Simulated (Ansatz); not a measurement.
# C5H7N, SMILES C#CC1CNC1: a single point in a Gaussian basis

Program: Ansatz's Python interface.

At the Python prompt:
```pycon
>>> import ansatz as az
>>> import numpy as np
>>> import pandas as pd
>>> geometry_ang = [
...     ("C", (2.6538, -0.404, 0.5398)),
...     ("C", (1.5639, -0.3342, 0.0405)),
...     ("C", (0.252, -0.2526, -0.5671)),
...     ("C", (-0.9248, -0.8234, 0.2595)),
...     ("N", (-1.7485, 0.3157, -0.2126)),
...     ("C", (-0.4986, 1.0905, -0.4035)),
...     ("H", (3.622, -0.4668, 0.9809)),
...     ("H", (0.245, -0.611, -1.6062)),
...     ("H", (-1.2889, -1.806, -0.0543)),
...     ("H", (-0.776, -0.8326, 1.3466)),
...     ("H", (-2.3853, 0.6991, 0.4846)),
...     ("H", (-0.499, 1.7408, -1.2831)),
...     ("H", (-0.2155, 1.6843, 0.4747)),
... ]
>>> c5h7n = az.Crystal.molecule()
>>> for symbol, xyz in geometry_ang:
...     c5h7n = c5h7n.atom(symbol, xyz)
...
>>> model = (
...     c5h7n.calculation()
...     .basis(gaussian="cc-pVDZ")
...     .functional("b3lyp")
...     .forces()
... )
>>> r = model.session().plan(threads=1).execute().report
>>> print(f"E = {r['free_energy_ev']:.6f} eV = {r['free_energy_ev'] / 27.211386246:.7f} Ha")
E = -6786.202960 eV = -249.3883589 Ha
>>> print("converged:", r["converged"], " doubts:", r["published_state_doubts"] or "none")
converged: True  doubts: none
>>> symbols = [site.symbol for site in c5h7n.cartesian_sites]
>>> print("forces (eV/A)")
forces (eV/A)
>>> for symbol, f in zip(symbols, r["forces_ev_ang"]):
...     print(f"  {symbol:2s} {f[0]:9.4f} {f[1]:9.4f} {f[2]:9.4f}")
...
  C     1.0356   -0.0637    0.4815
  C    -0.7706   -0.0976   -0.7754
  C     0.4112    0.3200    1.1853
  C    -0.8135   -0.4140   -0.5205
  N     0.0443   -0.0232   -0.0418
  C    -0.6556    0.2934   -0.7679
  H     0.2144   -0.0063    0.1196
  H    -0.0724    0.0313    0.0438
  H    -0.1631   -0.3077   -0.0139
  H     0.4294    0.0211    0.1962
  H    -0.0363    0.0360    0.0818
  H    -0.0341    0.2723   -0.2138
  H     0.4108   -0.0618    0.2251
>>> charges = r["charge_distribution"]
>>> table = pd.DataFrame({"atom": symbols, "mulliken": charges["mulliken_charges_e"], "lowdin": charges["lowdin_charges_e"]})
>>> table.round(3)
   atom  mulliken  lowdin
0     C    -0.462  -0.044
1     C     0.505  -0.061
2     C    -0.189  -0.044
3     C     0.149  -0.008
4     N    -0.230   0.165
5     C     0.149  -0.008
6     H    -0.035   0.017
7     H     0.020   0.037
8     H     0.010  -0.008
9     H     0.004  -0.005
10    H     0.066  -0.028
11    H     0.010  -0.008
12    H     0.004  -0.005
>>> print("dipole (e A):", np.round(charges["dipole_moment_e_ang"], 4) + 0.0)
dipole (e A): [-0.041   0.0699  0.1753]
```

Reading the output:
- Total energies depend on the basis set; only differences at equal settings carry meaning.
- The geometry is a force-field or estimated start, not a minimum of this method, and the basis set is short of its limit.
- The Löwdin charges here are taken after orthogonalising the functions within each atom; they differ from plain Löwdin charges, and their signs can be unphysical.
- b3lyp holds the VWN-RPA fit, as in Gaussian; the form of ORCA and Turbomole is b3lyp5.
- Wall time of the script: 5.7 s on 1 thread of Intel(R) Xeon(R) CPU @ 2.60GHz (Ice Lake), with other jobs on the host, peak memory 0.35 GiB.
